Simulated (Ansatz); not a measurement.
# HfO₂ (P2₁/c, No. 14): band gap by level of theory

The reference, 5.7 eV (measured, temperature not stated, no zero-point or thermal correction, our sources range from 5.70 to 5.84; as tabulated in Choudhary et al. (2018), arXiv:1804.01032), is not set against levels without spin–orbit coupling, which matters for this solid.

```json
[
 {"level (code)": "PBE-D3(BJ) (Ansatz)", "value (eV)": "4.04", "cell (Å³/atom)": "11.63"},
 {"level (code)": "PBE-D4 (Ansatz)", "value (eV)": "4.05", "cell (Å³/atom)": "11.65"},
 {"level (code)": "r²SCAN (Ansatz)", "value (eV)": "4.59", "cell (Å³/atom)": "11.53"},
 {"level (code)": "r²SCAN-D4 (Ansatz)", "value (eV)": "4.60", "cell (Å³/atom)": "11.47"},
 {"level (code)": "HSE06 (Ansatz)", "value (eV)": "5.72", "cell (Å³/atom)": "11.56"}
]
```

Computed values are for a static lattice. Spin–orbit coupling is included only where a level's name says +SOC; with heavier elements it mostly lowers gaps and can invert bands.  PBE-D3(BJ), PBE-D4, r²SCAN-D4: the gap is read on the k mesh or supercell of the run alone and can be too large. PBE-D3(BJ), PBE-D4, r²SCAN, r²SCAN-D4, HSE06: the relaxation could not lower the start's symmetry, so the cell can be a saddle point above a distorted one. Each level is taken at its own relaxed cell. Cutoffs and k meshes differ between the levels. Ansatz's density-functional and Hartree–Fock values are scalar-relativistic unless marked +SOC, with PAW data made under PBE.

Ansatz is a program for electronic structure.
